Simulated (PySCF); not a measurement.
## Computed χzz against gas-phase spectroscopy

Values to reproduce (atoms as numbered below): 14N at N2: χzz = -5.05 MHz [1].
[1] measured, gas; W. C. Bailey, Calculation of NQCC in Gaseous State Molecules (compilation of microwave values)

Species: dimethylamine, C2H7N.
Structure used (GFN2-xTB), in Å, numbered top down from 1:
```xyz
10
C2H7N angstrom
C     -1.2080   -0.0492   -0.0488
N      0.0374    0.6511   -0.2830
C      1.1980   -0.1777   -0.0328
H     -1.2740   -0.8837   -0.7475
H     -2.0380    0.6289   -0.2380
H     -1.3025   -0.4499    0.9727
H      0.0779    1.4772    0.3076
H      1.1836   -1.0138   -0.7327
H      1.2359   -0.5862    0.9895
H      2.0984    0.4079   -0.2095
```

Task: How do the computed couplings compare?

Result: PySCF, non-relativistic, all at one geometry, with Q(14N) = 0.02044 b:

| level | functions | 14N N2 (MHz) | computed/reference − 1 (%) |
| --- | --- | --- | --- |
| B3LYP/pcJ-1 | 151 | -6.090 | +20.6 |
| PBE0/pcSseg-1 | 86 | -6.082 | +20.4 |

Closest here is PBE0/pcSseg-1 (20.4 % unsigned error), furthest B3LYP/pcJ-1 (20.6 %); one molecule doesn't rank methods. Computed values are for fixed nuclei, while measured ones can include vibrational averaging. GFN2-xTB bond lengths can be off by several hundredths of an ångström, more for odd bonds, and the gradients follow them.
